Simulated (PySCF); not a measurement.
Species: cyanoethynyl anion, C3N (charge -1).
SMILES: `[C-]#CC#N`

The geometry is computed with GFN2-xTB (gas phase).

Take the most abundant isotopes and a rigid rotor. 

(1) What are the moment of inertia and the rotational constant?

(2) List the first levels of a rigid rotor in a Σ state.

Results:

(1) I = 102.784 u·Å², B = 505379 MHz·u·Å²/I = 4917 MHz (0.1640 cm⁻¹, or 0.236 K as hB/k).

(2) E(J) = BJ(J+1): J = 1: 0.328, J = 2: 0.984, J = 3: 1.968, J = 4: 3.280, J = 5: 4.920, J = 6: 6.888 cm⁻¹.

Whether it is a minimum is left open (no frequencies). No vibrational averaging or centrifugal distortion is included, and the geometry carries the error of its method.

---

Species: CO.
SMILES: `[C-]#[O+]`

Theory: PySCF 2.14.0, BHandHLYP/6-31+G* geometry optimisation, gas phase.

Take the most abundant isotopes and a rigid rotor. 

(1) What are the moment of inertia and the rotational constant?

(2) List the first levels of a rigid rotor in a Σ state.

## Answers

(1) I = 8.657 u·Å², B = 505379 MHz·u·Å²/I = 58376 MHz (1.9472 cm⁻¹, or 2.802 K as hB/k). For two atoms I = μr² with μ = 6.8562 u and r = 1.1237 Å.

(2) E(J) = BJ(J+1): J = 1: 3.894, J = 2: 11.683, J = 3: 23.367, J = 4: 38.944, J = 5: 58.416, J = 6: 81.783 cm⁻¹.

Whether it is a minimum is left open (no frequencies). Constants of a rigid frame at the computed geometry: no zero-point averaging, no centrifugal distortion.

The run took 0.85 s on Arm Neoverse V1, one thread, no GPU, shared host with 32 logical CPUs at a one-minute load of 16, and the process peaked at 0.23 GiB of memory. This is the geometry optimisation.

---

Species: monosulfur monofluoride, SF (doublet state).
InChI=1S/FS/c1-2

Method used: PBE0-D3(BJ)/def2-SVP geometry optimisation, gas phase in PySCF 2.14.0.

Take the most abundant isotopes and a rigid rotor. 

Q: What are the moment of inertia and the rotational constant?

A: I = 31.109 u·Å², B = 505379 MHz·u·Å²/I = 16245 MHz (0.5419 cm⁻¹, or 0.780 K as hB/k). For two atoms I = μr² with μ = 11.9171 u and r = 1.6157 Å.

If the electronic state has orbital angular momentum about the axis (Π, Δ; not determined here), the simple ladder of levels BJ(J+1) doesn't apply.

PBE0-D3(BJ)/def2-SVP frequencies: not computed here. ⟨S²⟩ = 0.753 (exact for a doublet: 0.75). Zero-point vibration and centrifugal distortion are left out.

---

Species: NiBr2 (triplet state).
SMILES: `[Br][Ni][Br]`

Computed, not measured: PBE0-D3(BJ)/def2-SVP geometry optimisation, gas phase in PySCF 2.14.0.

Take the most abundant isotopes and a rigid rotor. 

(1) What are the moment of inertia and the rotational constant?

Answers

(1) I = 787.629 u·Å², B = 505379 MHz·u·Å²/I = 641.6 MHz (0.0214 cm⁻¹, or 0.031 K as hB/k).

If the electronic state has orbital angular momentum about the axis (Π, Δ; not determined here), the simple ladder of levels BJ(J+1) doesn't apply.

Not checked by PBE0-D3(BJ)/def2-SVP frequencies. ⟨S²⟩ = 2.004 (exact for a triplet: 2.00). These are rigid-rotor constants of the computed structure; measured ground-state constants (B0) also hold zero-point vibration.

Neither the SCF state along the optimisation nor the shape of the open-shell metal species was proved the lowest: other solutions of the same spin, or a structure of lower symmetry, can lie below.
